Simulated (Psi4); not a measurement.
# P4 (SMILES P12P3P1P23) at B3LYP/def2-SVPD

What is the vertical singlet–triplet gap of P4 at B3LYP/def2-SVPD? 

Program for the calculation: Psi4 1.11.

9 further runs of the same task are left out: 9 that didn't finish.

## (1) The molecule

The species is P4 (4 atoms), meant as a singlet with charge 0. SMILES: `P12P3P1P23`. The coordinates come from a PBE0-D4/def2-TZVP relaxation.

Bond lengths: P1–P2 2.184 Å, P1–P3 2.184 Å, P2–P3 2.184 Å, P1–P4 2.184 Å, P2–P4 2.184 Å, P3–P4 2.184 Å. Some angles: P1–P2–P3 60.0°, P1–P2–P4 60.0°, P3–P2–P4 60.0°, P2–P1–P3 60.0°, P2–P1–P4 60.0°, P3–P1–P4 60.0°, P1–P3–P2 60.0°, P1–P3–P4 60.0°, P2–P3–P4 60.0°, P1–P4–P2 60.0°.

## (2) Energy and gradient at B3LYP/def2-SVPD

File calc.in:

```
memory 1600 MB

molecule {
  0 1
  P
  P 1 r2
  P 1 r3 2 a3
  P 3 r4 1 a4 2 d4

  r2 = 2.183836
  r3 = 2.183749
  a3 = 60.00032
  r4 = 2.183747
  a4 = 60.00076
  d4 = -70.53034
  symmetry c1
  no_reorient
  no_com
}

set {
  puream true
  e_convergence 1e-09
  d_convergence 1e-08
  scf_type pk
  dft_radial_points 99
  dft_spherical_points 590
}

e_tot, wfn = gradient("b3lyp/def2-SVPD", return_wfn=True)
oeprop(wfn, "MAYER_INDICES", "DIPOLE", "LOWDIN_CHARGES", title="B3LYP")
```

Command:

```bash
$ psi4 calc.in calc.out -n 1
```

calc.out, cut to the lines that bear on the results:

```text
[...]
  Running in c1 symmetry.
[...]
  Nuclear repulsion =  327.132413600121595
[...]
  Multiplicity = 1
[...]
  Nalpha       = 30
  Nbeta        = 30
[...]
    Number of basis functions: 96
[...]
   @RKS iter   1: -1365.03743511563471    1.90171e-01   3.21974e-03 ADIIS/DIIS
[...]
   @RKS iter   8: -1365.09756418257689   -8.01037e-10   2.54522e-09 DIIS
[...]
    Orbital Energies [Eh]
    ---------------------
    Doubly Occupied:
       1A    -77.081981     2A    -77.081948     3A    -77.081945
       4A    -77.081944     5A     -6.578647     6A     -6.578533
       7A     -6.578531     8A     -6.578530     9A     -4.744142
      10A     -4.743620    11A     -4.743618    12A     -4.743617
      13A     -4.742123    14A     -4.742123    15A     -4.742087
      16A     -4.742087    17A     -4.742086    18A     -4.741962
      19A     -4.741961    20A     -4.741960    21A     -0.824444
      22A     -0.545602    23A     -0.545591    24A     -0.545588
      25A     -0.354470    26A     -0.300695    27A     -0.300685
      28A     -0.300681    29A     -0.271808    30A     -0.271805
[...]
  @RKS Final Energy: -1365.09756418257689
   => Energetics <=
    Nuclear Repulsion Energy =            327.1324136001215948
    One-Electron Energy =               -2539.4910385124526329
    Two-Electron Energy =                 922.2213112266410917
    DFT Exchange-Correlation Energy =     -74.9602504968869567
    Empirical Dispersion Energy =           0.0000000000000000
    VV10 Nonlocal Energy =                  0.0000000000000000
    Total Energy =                      -1365.0975641825768889
[...]
  -Total Gradient:
     Atom            X                  Y                   Z
    ------   -----------------  -----------------  -----------------
       1       -0.007654224887     0.010825525072     0.018728933866
       2       -0.007635788232     0.010806788263    -0.018709918110
       3       -0.007657079241    -0.021643223771    -0.000008588239
       4        0.022945609565     0.000007783277    -0.000011848890
[...]
 Multipole Moments:
 ------------------------------------------------------------------------------------
     Multipole            Electronic (a.u.)      Nuclear  (a.u.)        Total (a.u.)
 ------------------------------------------------------------------------------------
 L = 1.  Multiply by 2.5417464519 to convert [e a0] to [Debye]
 Dipole X            :         -0.0000007           -0.0000000           -0.0000007
 Dipole Y            :          0.0000062            0.0000000            0.0000062
 Dipole Z            :         -0.0000052            0.0000000           -0.0000052
 Magnitude           :                                                    0.0000081
[...]
```

Wall time 41 s (1 thread of Intel Xeon at 2.50GHz (Skylake/Cascade Lake), shared host); peak memory 0.63 GiB.

## (3) The triplet

File job.json:

```json
{
 "schema_name": "qcschema_input",
 "schema_version": 1,
 "molecule": {
  "schema_name": "qcschema_molecule",
  "schema_version": 2,
  "symbols": ["P", "P", "P", "P"],
  "geometry": [-1.3696735, -0.18897261, 2.11535942, 2.44700636, 0.20749193, 0.59658654, -0.34959933, -2.06301401, -1.41691665, -0.72773353, 2.04449469, -1.29484034],
  "molecular_charge": 0,
  "molecular_multiplicity": 3,
  "fix_symmetry": "c1"
 },
 "driver": "gradient",
 "model": {
  "method": "b3lyp",
  "basis": "def2-SVPD"
 },
 "keywords": {
  "reference": "uks",
  "puream": true,
  "e_convergence": 1e-09,
  "d_convergence": 1e-08,
  "scf_type": "pk",
  "dft_radial_points": 99,
  "dft_spherical_points": 590,
  "maxiter": 100
 }
}
```

Command:

```bash
$ psi4 --qcschema job.json -n 1 --memory 1600MB
```

stdout, cut to the lines that bear on the results:

```text
[...]
  Running in c1 symmetry.
[...]
  Nuclear repulsion =  327.132424419381664
[...]
  Multiplicity = 3
[...]
  Nalpha       = 31
  Nbeta        = 29
[...]
    Number of basis functions: 96
[...]
   @UKS iter   1: -1364.86171185384251    3.65895e-01   3.01425e-03 ADIIS/DIIS
[...]
   @UKS iter  33: -1364.92169718327136   -2.34195e-11   7.62569e-09 DIIS
[...]
   @S^2 Observed:                2.007761824E+00
[...]
  @UKS Final Energy: -1364.92169718327136
   => Energetics <=
    Nuclear Repulsion Energy =            327.1324244193816639
    One-Electron Energy =               -2538.8456527348762393
    Two-Electron Energy =                 921.7709103469504726
    DFT Exchange-Correlation Energy =     -74.9793792147273592
    Empirical Dispersion Energy =           0.0000000000000000
    VV10 Nonlocal Energy =                  0.0000000000000000
    Total Energy =                      -1364.9216971832713625
[...]
 Multipole Moments:
 ------------------------------------------------------------------------------------
     Multipole            Electronic (a.u.)      Nuclear  (a.u.)        Total (a.u.)
 ------------------------------------------------------------------------------------
 L = 1.  Multiply by 2.5417464519 to convert [e a0] to [Debye]
 Dipole X            :         -0.1298808           -0.0000000           -0.1298808
 Dipole Y            :         -0.1700581            0.0000000           -0.1700581
 Dipole Z            :          0.0526981           -0.0000000            0.0526981
 Magnitude           :                                                    0.2203766
[...]
  -Total Gradient:
     Atom            X                  Y                   Z
    ------   -----------------  -----------------  -----------------
       1        0.010064133446    -0.015147920244    -0.031611639641
       2       -0.105642711042     0.059127761677    -0.061877102034
       3       -0.007945123848     0.017942495326     0.030746584213
       4        0.103523066335    -0.061919080766     0.062744205350
[...]
```

The result, in JSON:

```text
{
 "driver": "gradient",
 "model": {
  "method": "b3lyp",
  "basis": "def2-SVPD"
 },
 "success": true,
 "return_result": [0.010064133445863377, -0.015147920243781584, -0.03161163964125871, -0.10564271104234364, 0.059127761676660624, -0.061877102033837554, -0.007945123848197011, 0.017942495325673324, 0.030746584213213704, 0.1035230663349424, -0.06191908076571716, 0.06274420534971709],
 "properties": {
  "calcinfo_nbasis": 96,
  "calcinfo_nmo": 96,
  "calcinfo_nalpha": 31,
  "calcinfo_nbeta": 29,
  "calcinfo_natom": 4,
  "nuclear_repulsion_energy": 327.13242441938166,
  "return_energy": -1364.9216971832714,
  "return_gradient": [0.010064133445863377, -0.015147920243781584, -0.03161163964125871, -0.10564271104234364, 0.059127761676660624, -0.061877102033837554, -0.007945123848197011, 0.017942495325673324, 0.030746584213213704, 0.1035230663349424, -0.06191908076571716, 0.06274420534971709],
  "scf_one_electron_energy": -2538.8456527348762,
  "scf_two_electron_energy": 921.7709103469505,
  "scf_xc_energy": -74.97937921472736,
  "scf_dipole_moment": [-0.1298807701719657, -0.17005806611206697, 0.052698111313025375],
  "scf_total_energy": -1364.9216971832714,
  "scf_total_gradient": [0.010064133445863377, -0.015147920243781584, -0.03161163964125871, -0.10564271104234364, 0.059127761676660624, -0.061877102033837554, -0.007945123848197011, 0.017942495325673324, 0.030746584213213704, 0.1035230663349424, -0.06191908076571716, 0.06274420534971709],
  "scf_iterations": 33
 }
}
```

Run time: 2 min. Hardware: 1 thread of Intel Xeon at 2.50GHz (Skylake/Cascade Lake), shared host; peak memory 0.63 GiB.

## (4) Summary of results

At B3LYP/def2-SVPD:

```
                                        quantity           value
                           singlet: total energy  -1365.09756 Eh
                          singlet: dipole moment          0.00 D
                            singlet: HOMO energy        -7.40 eV
                            singlet: LUMO energy        -0.82 eV
                          singlet: HOMO–LUMO gap         6.58 eV
               singlet: largest force on an atom      1.181 eV/Å
                           triplet: total energy  -1364.92170 Eh
                          triplet: dipole moment          0.56 D
     triplet: HOMO energy (highest over α and β)        -2.82 eV
                                   triplet: ⟨S²⟩           2.008
               triplet: largest force on an atom      6.992 eV/Å
vertical energy of the triplet above the singlet        4.786 eV
```

What this shows: At this shape the triplet lies 4.79 eV (110 kcal/mol) above the singlet. The largest force (singlet) is 1.18 eV/Å: the shape isn't a stationary point for this species at this level.
